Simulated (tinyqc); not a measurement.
RHF in the sto-6g basis, for H3O+, spin multiplicity 1, step by step (part 1 of 2). Computed by tinyqc, a small Python program that keeps every step (integrals from PySCF). Settings: charge = 1, multiplicity = 1, basis = sto-6g, energy threshold = 1e-10, iteration cap = 57, orthogonalisation = canonical, start = Wolfsberg-Helmholz matrix, DIIS depth = 0, method = RHF. Command: `OMP_NUM_THREADS=1 python tinyqc.py 22247 22248 out.jsonl` (the two numbers bound the seeds that draw the settings). One thread of a shared host (Intel(R) Xeon(R) Processor @ 2.60GHz), about 0.2 s of CPU time with the checks. Later iterations appear only in the table of the cycle.

## One-electron integrals

Geometry (angstrom):

| atom | x | y | z |
|---|---|---|---|
| O | 0.0000 | 0.0000 | 0.2690 |
| H | 1.1700 | 0.0000 | 0.0000 |
| H | -0.5850 | 1.0130 | 0.0000 |
| H | -0.5850 | -1.0130 | 0.0000 |

Basis sto-6g: exponents (1/bohr^2) and contraction coefficients of normalised primitives:

| element | l (shell) | exponent | coefficient |
|---|---|---|---|
| O | s (1) | 1355.5842 | 0.0092 |
| O | s (1) | 248.5449 | 0.0494 |
| O | s (1) | 69.5339 | 0.1685 |
| O | s (1) | 23.8868 | 0.3706 |
| O | s (1) | 9.2759 | 0.4165 |
| O | s (1) | 3.8203 | 0.1303 |
| O | s (2) | 52.1878 | -0.0133 |
| O | s (2) | 10.3293 | -0.0470 |
| O | s (2) | 3.2103 | -0.0338 |
| O | s (2) | 1.2351 | 0.2502 |
| O | s (2) | 0.5364 | 0.5951 |
| O | s (2) | 0.2459 | 0.2407 |
| O | p (3) | 52.1878 | 0.0038 |
| O | p (3) | 10.3293 | 0.0377 |
| O | p (3) | 3.2103 | 0.1739 |
| O | p (3) | 1.2351 | 0.4180 |
| O | p (3) | 0.5364 | 0.4259 |
| O | p (3) | 0.2459 | 0.1017 |
| H | s (1) | 35.5232 | 0.0092 |
| H | s (1) | 6.5131 | 0.0494 |
| H | s (1) | 1.8221 | 0.1685 |
| H | s (1) | 0.6260 | 0.3706 |
| H | s (1) | 0.2431 | 0.4165 |
| H | s (1) | 0.1001 | 0.1303 |

Overlap, kinetic and nuclear-attraction integrals over the contracted functions; the nuclear repulsion is the sum of Za Zb / Rab.

nuclear repulsion = 11.363634 hartree

overlap S:
```
         1O 1s   1O 2s   1O 2px   1O 2py   1O 2pz    2H 1s    3H 1s    4H 1s
1O 1s   1.0000  0.2311   0.0000   0.0000   0.0000   0.0316   0.0316   0.0316
1O 2s   0.2311  1.0000   0.0000   0.0000   0.0000   0.3328   0.3329   0.3329
1O 2px  0.0000  0.0000   1.0000   0.0000   0.0000   0.2941  -0.1471  -0.1471
1O 2py  0.0000  0.0000   0.0000   1.0000   0.0000   0.0000   0.2547  -0.2547
1O 2pz  0.0000  0.0000   0.0000   0.0000   1.0000  -0.0676  -0.0676  -0.0676
2H 1s   0.0316  0.3328   0.2941   0.0000  -0.0676   1.0000   0.1149   0.1149
3H 1s   0.0316  0.3329  -0.1471   0.2547  -0.0676   0.1149   1.0000   0.1150
4H 1s   0.0316  0.3329  -0.1471  -0.2547  -0.0676   0.1149   0.1150   1.0000
```

kinetic energy T (hartree):
```
          1O 1s    1O 2s   1O 2px   1O 2py   1O 2pz    2H 1s    3H 1s    4H 1s
1O 1s   29.3272  -0.8960   0.0000   0.0000   0.0000  -0.0065  -0.0065  -0.0065
1O 2s   -0.8960   0.8426   0.0000   0.0000   0.0000   0.0401   0.0402   0.0402
1O 2px   0.0000   0.0000   2.5313   0.0000   0.0000   0.1295  -0.0648  -0.0648
1O 2py   0.0000   0.0000   0.0000   2.5313   0.0000   0.0000   0.1122  -0.1122
1O 2pz   0.0000   0.0000   0.0000   0.0000   2.5313  -0.0298  -0.0298  -0.0298
2H 1s   -0.0065   0.0401   0.1295   0.0000  -0.0298   0.7685  -0.0118  -0.0118
3H 1s   -0.0065   0.0402  -0.0648   0.1122  -0.0298  -0.0118   0.7685  -0.0118
4H 1s   -0.0065   0.0402  -0.0648  -0.1122  -0.0298  -0.0118  -0.0118   0.7685
```

nuclear attraction V (hartree):
```
           1O 1s     1O 2s    1O 2px    1O 2py    1O 2pz    2H 1s    3H 1s    4H 1s
1O 1s   -62.5808   -6.4570    0.0000    0.0000    0.0070  -1.0060  -1.0065  -1.0065
1O 2s    -6.4570  -10.3190    0.0001    0.0000    0.0823  -2.5748  -2.5758  -2.5758
1O 2px    0.0000    0.0001  -10.3492    0.0000    0.0000  -2.0109   1.0060   1.0060
1O 2py    0.0000    0.0000    0.0000  -10.3492    0.0000   0.0000  -1.7420   1.7420
1O 2pz    0.0070    0.0823    0.0000    0.0000  -10.2574   0.4798   0.4800   0.4800
2H 1s    -1.0060   -2.5748   -2.0109    0.0000    0.4798  -5.2395  -0.6824  -0.6824
3H 1s    -1.0065   -2.5758    1.0060   -1.7420    0.4800  -0.6824  -5.2401  -0.6828
4H 1s    -1.0065   -2.5758    1.0060    1.7420    0.4800  -0.6824  -0.6828  -5.2401
```

core Hamiltonian H = T + V (hartree):
```
           1O 1s    1O 2s   1O 2px   1O 2py   1O 2pz    2H 1s    3H 1s    4H 1s
1O 1s   -33.2536  -7.3530   0.0000   0.0000   0.0070  -1.0125  -1.0130  -1.0130
1O 2s    -7.3530  -9.4764   0.0001   0.0000   0.0823  -2.5346  -2.5356  -2.5356
1O 2px    0.0000   0.0001  -7.8179   0.0000   0.0000  -1.8814   0.9412   0.9412
1O 2py    0.0000   0.0000   0.0000  -7.8179   0.0000   0.0000  -1.6298   1.6298
1O 2pz    0.0070   0.0823   0.0000   0.0000  -7.7261   0.4500   0.4502   0.4502
2H 1s    -1.0125  -2.5346  -1.8814   0.0000   0.4500  -4.4710  -0.6942  -0.6942
3H 1s    -1.0130  -2.5356   0.9412  -1.6298   0.4502  -0.6942  -4.4716  -0.6946
4H 1s    -1.0130  -2.5356   0.9412   1.6298   0.4502  -0.6942  -0.6946  -4.4716
```

## Two-electron integrals

Functions are numbered as in S; the eight-fold symmetry (ij|kl) = (ji|kl) = (kl|ij) leaves the list below.

Two-electron integrals (ij|kl) in chemists' order, unique and non-zero (hartree):
```
(11|11) 4.7875      (21|11) 0.6759      (21|21) 0.1215      (22|11) 1.1174
(22|21) 0.2492      (22|22) 0.8174      (31|31) 0.0258      (32|31) 0.0391
(32|32) 0.1807      (33|11) 1.1174      (33|21) 0.2492      (33|22) 0.8174
(33|33) 0.8807      (41|41) 0.0258      (42|41) 0.0391      (42|42) 0.1807
(43|43) 0.0475      (44|11) 1.1174      (44|21) 0.2492      (44|22) 0.8174
(44|33) 0.7857      (44|44) 0.8807      (51|51) 0.0258      (52|51) 0.0391
(52|52) 0.1807      (53|53) 0.0475      (54|54) 0.0475      (55|11) 1.1174
(55|21) 0.2492      (55|22) 0.8174      (55|33) 0.7857      (55|44) 0.7857
(55|55) 0.8807      (61|11) 0.0983      (61|21) 0.0170      (61|22) 0.0341
(61|31) 0.0008      (61|32) 0.0016      (61|33) 0.0342      (61|44) 0.0340
(61|51) -1.87e-04   (61|52) -3.66e-04   (61|53) -4.71e-05   (61|55) 0.0340
(61|61) 0.0024      (62|11) 0.2610      (62|21) 0.0591      (62|22) 0.2175
(62|31) 0.0046      (62|32) 0.0355      (62|33) 0.2245      (62|44) 0.2138
(62|51) -0.0011     (62|52) -0.0082     (62|53) -0.0025     (62|55) 0.2144
(62|61) 0.0083      (62|62) 0.0750      (63|11) 0.1940      (63|21) 0.0445
(63|22) 0.1747      (63|31) 0.0092      (63|32) 0.0625      (63|33) 0.1894
(63|44) 0.1670      (63|51) -0.0007     (63|52) -0.0060     (63|53) -0.0035
(63|55) 0.1675      (63|61) 0.0065      (63|62) 0.0732      (63|63) 0.0805
(64|41) 0.0063      (64|42) 0.0363      (64|43) 0.0072      (64|54) -0.0017
(64|64) 0.0101      (65|11) -0.0446     (65|21) -0.0102     (65|22) -0.0402
(65|31) -0.0007     (65|32) -0.0060     (65|33) -0.0403     (65|44) -0.0384
(65|51) 0.0064      (65|52) 0.0377      (65|53) 0.0076      (65|55) -0.0418
(65|61) -0.0015     (65|62) -0.0168     (65|63) -0.0162     (65|65) 0.0138
(66|11) 0.4345      (66|21) 0.1003      (66|22) 0.4238      (66|31) 0.0092
(66|32) 0.0992      (66|33) 0.4530      (66|44) 0.4080      (66|51) -0.0021
(66|52) -0.0228     (66|53) -0.0103     (66|55) 0.4104      (66|61) 0.0142
(66|62) 0.1941      (66|63) 0.2154      (66|65) -0.0495     (66|66) 0.7750
(71|11) 0.0984      (71|21) 0.0170      (71|22) 0.0341      (71|31) -4.06e-04
(71|32) -0.0008     (71|33) 0.0341      (71|41) 0.0007      (71|42) 0.0014
(71|43) -8.87e-05   (71|44) 0.0342      (71|51) -1.87e-04   (71|52) -3.67e-04
(71|53) 2.36e-05    (71|54) -4.08e-05   (71|55) 0.0340      (71|61) 0.0024
(71|62) 0.0080      (71|63) 0.0059      (71|64) 2.21e-04    (71|65) -0.0014
(71|66) 0.0135      (71|71) 0.0024      (72|11) 0.2611      (72|21) 0.0592
(72|22) 0.2176      (72|31) -0.0023     (72|32) -0.0178     (72|33) 0.2165
(72|41) 0.0040      (72|42) 0.0308      (72|43) -0.0046     (72|44) 0.2219
(72|51) -0.0011     (72|52) -0.0082     (72|53) 0.0012      (72|54) -0.0021
(72|55) 0.2144      (72|61) 0.0080      (72|62) 0.0574      (72|63) 0.0432
(72|64) 0.0064      (72|65) -0.0125     (72|66) 0.1166      (72|71) 0.0083
(72|72) 0.0751      (73|11) -0.0970     (73|21) -0.0223     (73|22) -0.0874
(73|31) 0.0070      (73|32) 0.0429      (73|33) -0.0918     (73|41) -0.0013
(73|42) -0.0114     (73|43) 0.0080      (73|44) -0.0866     (73|51) 3.42e-04
(73|52) 0.0030      (73|53) -0.0021     (73|54) 0.0008      (73|55) -0.0838
(73|61) -0.0028     (73|62) -0.0160     (73|63) -0.0053     (73|64) -0.0013
(73|65) 0.0034      (73|66) -0.0266     (73|71) -0.0033     (73|72) -0.0366
(73|73) 0.0277      (74|11) 0.1680      (74|21) 0.0386      (74|22) 0.1513
(74|31) -0.0013     (74|32) -0.0114     (74|33) 0.1464      (74|41) 0.0085
(74|42) 0.0560      (74|43) -0.0066     (74|44) 0.1624      (74|51) -0.0006
(74|52) -0.0052     (74|53) 0.0008      (74|54) -0.0030     (74|55) 0.1451
(74|61) 0.0052      (74|62) 0.0406      (74|63) 0.0305      (74|64) 0.0115
(74|65) -0.0087     (74|66) 0.0842      (74|71) 0.0057      (74|72) 0.0634
(74|73) -0.0305     (74|74) 0.0629      (75|11) -0.0446     (75|21) -0.0102
(75|22) -0.0402     (75|31) 3.42e-04    (75|32) 0.0030      (75|33) -0.0389
(75|41) -0.0006     (75|42) -0.0052     (75|43) 0.0008      (75|44) -0.0398
(75|51) 0.0064      (75|52) 0.0377      (75|53) -0.0038     (75|54) 0.0066
(75|55) -0.0418     (75|61) -0.0014     (75|62) -0.0125     (75|63) -0.0092
(75|64) -0.0014     (75|65) 0.0100      (75|66) -0.0274     (75|71) -0.0015
(75|72) -0.0168     (75|73) 0.0081      (75|74) -0.0140     (75|75) 0.0138
(76|11) 0.0654      (76|21) 0.0150      (76|22) 0.0595      (76|31) 4.69e-04
(76|32) 0.0042      (76|33) 0.0597      (76|41) 0.0008      (76|42) 0.0073
(76|43) 2.97e-04    (76|44) 0.0601      (76|51) -4.31e-04   (76|52) -0.0039
(76|53) -4.55e-04   (76|54) -0.0008     (76|55) 0.0587      (76|61) 0.0021
(76|62) 0.0199      (76|63) 0.0182      (76|64) 0.0021      (76|65) -0.0050
(76|66) 0.0531      (76|71) 0.0021      (76|72) 0.0199      (76|73) -0.0073
(76|74) 0.0168      (76|75) -0.0050     (76|76) 0.0067      (77|11) 0.4346
(77|21) 0.1003      (77|22) 0.4238      (77|31) -0.0046     (77|32) -0.0496
(77|33) 0.4193      (77|41) 0.0080      (77|42) 0.0859      (77|43) -0.0195
(77|44) 0.4418      (77|51) -0.0021     (77|52) -0.0228     (77|53) 0.0052
(77|54) -0.0090     (77|55) 0.4104      (77|61) 0.0135      (77|62) 0.1166
(77|63) 0.0862      (77|64) 0.0191      (77|65) -0.0274     (77|66) 0.2603
(77|71) 0.0142      (77|72) 0.1941      (77|73) -0.1078     (77|74) 0.1866
(77|75) -0.0495     (77|76) 0.0531      (77|77) 0.7750      (81|11) 0.0984
(81|21) 0.0170      (81|22) 0.0341      (81|31) -4.06e-04   (81|32) -0.0008
(81|33) 0.0341      (81|41) -0.0007     (81|42) -0.0014     (81|43) 8.87e-05
(81|44) 0.0342      (81|51) -1.87e-04   (81|52) -3.67e-04   (81|53) 2.36e-05
(81|54) 4.08e-05    (81|55) 0.0340      (81|61) 0.0024      (81|62) 0.0080
(81|63) 0.0059      (81|64) -2.21e-04   (81|65) -0.0014     (81|66) 0.0135
(81|71) 0.0024      (81|72) 0.0080      (81|73) -0.0031     (81|74) 0.0050
(81|75) -0.0014     (81|76) 0.0020      (81|77) 0.0135      (81|81) 0.0024
(82|11) 0.2611      (82|21) 0.0592      (82|22) 0.2176      (82|31) -0.0023
(82|32) -0.0178     (82|33) 0.2165      (82|41) -0.0040     (82|42) -0.0308
(82|43) 0.0046      (82|44) 0.2219      (82|51) -0.0011     (82|52) -0.0082
(82|53) 0.0012      (82|54) 0.0021      (82|55) 0.2144      (82|61) 0.0080
(82|62) 0.0574      (82|63) 0.0432      (82|64) -0.0064     (82|65) -0.0125
(82|66) 0.1166      (82|71) 0.0080      (82|72) 0.0574      (82|73) -0.0272
(82|74) 0.0342      (82|75) -0.0125     (82|76) 0.0156      (82|77) 0.1167
(82|81) 0.0083      (82|82) 0.0751      (83|11) -0.0970     (83|21) -0.0223
(83|22) -0.0874     (83|31) 0.0070      (83|32) 0.0429      (83|33) -0.0918
(83|41) 0.0013      (83|42) 0.0114      (83|43) -0.0080     (83|44) -0.0866
(83|51) 3.42e-04    (83|52) 0.0030      (83|53) -0.0021     (83|54) -0.0008
(83|55) -0.0838     (83|61) -0.0028     (83|62) -0.0160     (83|63) -0.0053
(83|64) 0.0013      (83|65) 0.0034      (83|66) -0.0266     (83|71) -0.0031
(83|72) -0.0272     (83|73) 0.0200      (83|74) -0.0159     (83|75) 0.0058
(83|76) -0.0056     (83|77) -0.0597     (83|81) -0.0033     (83|82) -0.0366
(83|83) 0.0277      (84|11) -0.1680     (84|21) -0.0386     (84|22) -0.1513
(84|31) 0.0013      (84|32) 0.0114      (84|33) -0.1464     (84|41) 0.0085
(84|42) 0.0560      (84|43) -0.0066     (84|44) -0.1624     (84|51) 0.0006
(84|52) 0.0052      (84|53) -0.0008     (84|54) -0.0030     (84|55) -0.1451
(84|61) -0.0052     (84|62) -0.0406     (84|63) -0.0305     (84|64) 0.0115
(84|65) 0.0087      (84|66) -0.0842     (84|71) -0.0050     (84|72) -0.0342
(84|73) 0.0159      (84|74) -0.0137     (84|75) 0.0073      (84|76) -0.0098
(84|77) -0.0651     (84|81) -0.0057     (84|82) -0.0634     (84|83) 0.0305
(84|84) 0.0629      (85|11) -0.0446     (85|21) -0.0102     (85|22) -0.0402
(85|31) 3.42e-04    (85|32) 0.0030      (85|33) -0.0389     (85|41) 0.0006
(85|42) 0.0052      (85|43) -0.0008     (85|44) -0.0398     (85|51) 0.0064
(85|52) 0.0377      (85|53) -0.0038     (85|54) -0.0066     (85|55) -0.0418
(85|61) -0.0014     (85|62) -0.0125     (85|63) -0.0092     (85|64) 0.0014
(85|65) 0.0100      (85|66) -0.0274     (85|71) -0.0014     (85|72) -0.0125
(85|73) 0.0058      (85|74) -0.0073     (85|75) 0.0100      (85|76) -0.0038
(85|77) -0.0274     (85|81) -0.0015     (85|82) -0.0168     (85|83) 0.0081
(85|84) 0.0140      (85|85) 0.0138      (86|11) 0.0654      (86|21) 0.0150
(86|22) 0.0595      (86|31) 4.69e-04    (86|32) 0.0042      (86|33) 0.0597
(86|41) -0.0008     (86|42) -0.0073     (86|43) -2.97e-04   (86|44) 0.0601
(86|51) -4.31e-04   (86|52) -0.0039     (86|53) -4.55e-04   (86|54) 0.0008
(86|55) 0.0587      (86|61) 0.0021      (86|62) 0.0199      (86|63) 0.0182
(86|64) -0.0021     (86|65) -0.0050     (86|66) 0.0531      (86|71) 0.0020
(86|72) 0.0156      (86|73) -0.0056     (86|74) 0.0098      (86|75) -0.0038
(86|76) 0.0053      (86|77) 0.0331      (86|81) 0.0021      (86|82) 0.0199
(86|83) -0.0073     (86|84) -0.0168     (86|85) -0.0050     (86|86) 0.0067
(87|11) 0.0655      (87|21) 0.0150      (87|22) 0.0595      (87|31) -0.0009
(87|32) -0.0085     (87|33) 0.0603      (87|44) 0.0596      (87|51) -4.31e-04
(87|52) -0.0039     (87|53) 0.0009      (87|55) 0.0587      (87|61) 0.0020
(87|62) 0.0156      (87|63) 0.0113      (87|65) -0.0038     (87|66) 0.0331
(87|71) 0.0021      (87|72) 0.0199      (87|73) -0.0110     (87|74) 0.0147
(87|75) -0.0050     (87|76) 0.0053      (87|77) 0.0531      (87|81) 0.0021
(87|82) 0.0199      (87|83) -0.0110     (87|84) -0.0147     (87|85) -0.0050
(87|86) 0.0053      (87|87) 0.0067      (88|11) 0.4346      (88|21) 0.1003
(88|22) 0.4238      (88|31) -0.0046     (88|32) -0.0496     (88|33) 0.4193
(88|41) -0.0080     (88|42) -0.0859     (88|43) 0.0195      (88|44) 0.4418
(88|51) -0.0021     (88|52) -0.0228     (88|53) 0.0052      (88|54) 0.0090
(88|55) 0.4104      (88|61) 0.0135      (88|62) 0.1166      (88|63) 0.0862
(88|64) -0.0191     (88|65) -0.0274     (88|66) 0.2603      (88|71) 0.0135
(88|72) 0.1167      (88|73) -0.0597     (88|74) 0.0651      (88|75) -0.0274
(88|76) 0.0331      (88|77) 0.2604      (88|81) 0.0142      (88|82) 0.1941
(88|83) -0.1078     (88|84) -0.1866     (88|85) -0.0495     (88|86) 0.0531
(88|87) 0.0531      (88|88) 0.7750
```

## Orthogonalisation

S = U s U^T; canonical form X = U s^(-1/2), so that X^T S X = 1. Each column of U has its largest component positive (the first on a tie).

eigenvalues of S: 0.4756  0.5777  0.5778  0.9536  1.0395  1.3073  1.3073  1.7612

X:
```
              1        2        3        4        5        6        7        8
1O 1s   -0.3962   0.0000  -0.0003   0.6995   0.6201   0.0000   0.0001   0.1832
1O 2s    1.0979   0.0000   0.0006  -0.0755   0.1623   0.0000   0.0001   0.4729
1O 2px  -0.0006   0.0000   0.8538   0.0000   0.0000   0.0000   0.6654  -0.0001
1O 2py   0.0000   0.8538   0.0000   0.0000   0.0000   0.6654   0.0000   0.0000
1O 2pz  -0.1876   0.0000  -0.0001  -0.6917   0.7034   0.0000   0.0000  -0.0848
2H 1s   -0.4842   0.0000  -0.8175  -0.1584  -0.1371   0.0000   0.4635   0.3179
3H 1s   -0.4850  -0.7078   0.4083  -0.1583  -0.1371   0.4014  -0.2317   0.3181
4H 1s   -0.4850   0.7078   0.4083  -0.1583  -0.1371  -0.4014  -0.2317   0.3181
```

Within a degenerate level the vectors are fixed only up to a rotation; this is one choice.

## Starting guess

The start is the generalised Wolfsberg-Helmholz matrix (K = 1.75) built on H; D = 2 C_occ C_occ^T.

D at the start:
```
          1O 1s    1O 2s   1O 2px   1O 2py   1O 2pz    2H 1s    3H 1s    4H 1s
1O 1s    2.0607  -0.2615   0.0000   0.0000  -0.0383  -0.1066  -0.1066  -0.1066
1O 2s   -0.2615   1.2248   0.0002   0.0000   0.1433   0.2944   0.2945   0.2945
1O 2px   0.0000   0.0002   1.5895   0.0000   0.0000   0.3496  -0.1748  -0.1748
1O 2py   0.0000   0.0000   0.0000   1.5894   0.0000   0.0000   0.3028  -0.3028
1O 2pz  -0.0383   0.1433   0.0000   0.0000   1.9774  -0.0380  -0.0380  -0.0380
2H 1s   -0.1066   0.2944   0.3496   0.0000  -0.0380   0.1513   0.0360   0.0360
3H 1s   -0.1066   0.2945  -0.1748   0.3028  -0.0380   0.0360   0.1514   0.0360
4H 1s   -0.1066   0.2945  -0.1748  -0.3028  -0.0380   0.0360   0.0360   0.1514
```

## Iteration 1: building the Fock matrix

J_ij = sum D_kl (ij|kl), K_ij = sum D_kl (ik|jl); F = H + J - 0.5 K; E = tr D H + tr D J / 2 - 0.25 tr D K + E_nn.

Coulomb J (hartree):
```
          1O 1s   1O 2s   1O 2px   1O 2py   1O 2pz    2H 1s    3H 1s    4H 1s
1O 1s   17.6688  3.1576   0.0000   0.0000   0.0035   0.4437   0.4439   0.4439
1O 2s    3.1576  8.3315   0.0000   0.0000   0.0021   2.1815   2.1823   2.1823
1O 2px   0.0000  0.0000   8.3325   0.0000   0.0000   1.7382  -0.8695  -0.8695
1O 2py   0.0000  0.0000   0.0000   8.3325   0.0000   0.0000   1.5057  -1.5057
1O 2pz   0.0035  0.0021   0.0000   0.0000   8.3295  -0.4004  -0.4006  -0.4006
2H 1s    0.4437  2.1815   1.7382   0.0000  -0.4004   4.2636   0.5933   0.5933
3H 1s    0.4439  2.1823  -0.8695   1.5057  -0.4006   0.5933   4.2643   0.5936
4H 1s    0.4439  2.1823  -0.8695  -1.5057  -0.4006   0.5933   0.5936   4.2643
```

exchange K (hartree):
```
          1O 1s   1O 2s   1O 2px   1O 2py   1O 2pz    2H 1s    3H 1s    4H 1s
1O 1s    9.7639  1.5815   0.0000   0.0000  -0.0039   0.2325   0.2326   0.2326
1O 2s    1.5815  2.5222   0.0000   0.0000   0.0449   0.8024   0.8027   0.8027
1O 2px   0.0000  0.0000   2.1334   0.0000   0.0000   0.6096  -0.3049  -0.3049
1O 2py   0.0000  0.0000   0.0000   2.1334   0.0000   0.0000   0.5281  -0.5281
1O 2pz  -0.0039  0.0449   0.0000   0.0000   2.2425  -0.1270  -0.1271  -0.1271
2H 1s    0.2325  0.8024   0.6096   0.0000  -0.1270   0.6651   0.2053   0.2053
3H 1s    0.2326  0.8027  -0.3049   0.5281  -0.1271   0.2053   0.6655   0.2055
4H 1s    0.2326  0.8027  -0.3049  -0.5281  -0.1271   0.2053   0.2055   0.6655
```

Fock matrix F (hartree):
```
           1O 1s    1O 2s   1O 2px   1O 2py   1O 2pz    2H 1s    3H 1s    4H 1s
1O 1s   -20.4668  -4.9861   0.0000   0.0000   0.0125  -0.6851  -0.6855  -0.6855
1O 2s    -4.9861  -2.4060   0.0000   0.0000   0.0620  -0.7543  -0.7546  -0.7546
1O 2px    0.0000   0.0000  -0.5521   0.0000   0.0000  -0.4481   0.2241   0.2241
1O 2py    0.0000   0.0000   0.0000  -0.5521   0.0000   0.0000  -0.3881   0.3881
1O 2pz    0.0125   0.0620   0.0000   0.0000  -0.5179   0.1131   0.1132   0.1132
2H 1s    -0.6851  -0.7543  -0.4481   0.0000   0.1131  -0.5399  -0.2036  -0.2036
3H 1s    -0.6855  -0.7546   0.2241  -0.3881   0.1132  -0.2036  -0.5400  -0.2037
4H 1s    -0.6855  -0.7546   0.2241   0.3881   0.1132  -0.2036  -0.2037  -0.5400
```

total energy of this density = -75.576017 hartree
